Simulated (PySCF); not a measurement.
## Phosphorus: a sound run and one with changed settings

Sound run: P [Ne] 3s2 3p3, P⁺ [Ne] 3s2 3p2. Computed with PySCF 2.14 in aug-cc-pVDZ-DK (5s4p2d, 27 functions), with scalar relativity by spin-free X2C-1e. The sound run starts from symmetry-adapted Hartree-Fock orbitals and uses a fine grid where one is needed.

Changed run: 26 angular points. This setting is unsound on purpose.

```tsv
species	method	sound run (hartree)	changed run (hartree)	converged
P	UHF	-341.52431	-341.52431	yes
P	TPSS	-342.10146	-342.10146	yes
P	LDA	-340.79402	-340.79402	yes
P⁺	UHF	-341.15940	-341.15940	yes
P⁺	TPSS	-341.71535	-341.71541	yes
P⁺	LDA	-340.40503	-340.40515	yes
```

Ionisation energy of P:

| method | sound run (eV) | changed run (eV) |
| --- | --- | --- |
| UHF | 9.930 | 9.930 |
| TPSS | 10.507 | 10.505 |
| LDA | 10.585 | 10.582 |

A coarse angular grid integrates products of high-l functions wrongly, so density functionals can shift, and the SCF can exploit the error; Hartree-Fock and MP2 need no grid.

For comparison, NIST gives 10.487 eV between the lowest levels.
